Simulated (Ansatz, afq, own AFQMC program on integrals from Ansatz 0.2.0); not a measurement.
# C, triplet in def2-TZVP, levels against full CI

A free C atom.

Basis def2-TZVP. Only valence electrons are correlated. AFQMC by an in-house program on the Cholesky factors that Ansatz 0.2.0 writes for its CCSD(T) run. ph-AFQMC/CISD is guided by a CISD state made of CCSD amplitudes; releasing the constraint for a short imaginary time cuts its bias at the price of noise, slowly where states lie close. Uncertainties: one standard error, sampling alone.

Determinant: UHF, the one that the program's search chose, which needn't be the lowest solution.

Full CI on the same integrals is exact in this basis and with this determinant's frozen core.

```
T1 diagnostic                               : 0.0089
weight of the determinant in the CISD state : 0.949
⟨S²⟩ of the determinant                     : 2.010
size of the correlated space                : 4 electrons in 30 orbitals
```

```json
{"level": "MP2", "correlation energy (eV)": "-1.7989"}
{"level": "CCSD", "correlation energy (eV)": "-2.3543"}
{"level": "CCSD(T)", "correlation energy (eV)": "-2.4096"}
```

Task: Estimate where AFQMC with the constraint released lies against CCSD(T) on the same integrals.

Result: 11.0 ± 0.7 meV below CCSD(T).

Reference: full CI, correlation energy -2.424 eV. The released energy is read at 1.50 1/Eh (meV from the phaseless value at times in 1/Eh: -1.1 ± 1.0 at 0.24, -3.1 ± 0.6 at 0.50, -0.1 ± 2.2 at 1.00, -2.6 ± 0.7 at 1.50).

| level | E − E(reference) (meV) | share of correlation (%) |
| --- | --- | --- |
| CCSD(T) | 14.2 | 99.42 |
| CCSDT | 1.1 | 99.95 |
| CCSDT(Q) | 0.2 | 99.99 |
| ph-AFQMC/HF | 139.4 ± 9.5 | 94.25 |
| ph-AFQMC/CISD | 5.7 ± 1.0 | 99.76 |
| released AFQMC | 3.1 ± 0.7 | 99.87 |

CCSDT and higher add their correlation energy to the determinant of the CCSD(T) run, since their own runs factorise the integrals more tightly (a shift of under 2 meV). A walk keeps the symmetry of its determinant, which the program's search chose and which needn't be the lowest solution, so a lower state of the same spin and another symmetry isn't excluded. Released energies are given only where the last usable release times agree within the noise; a slower fall can still hide under it.
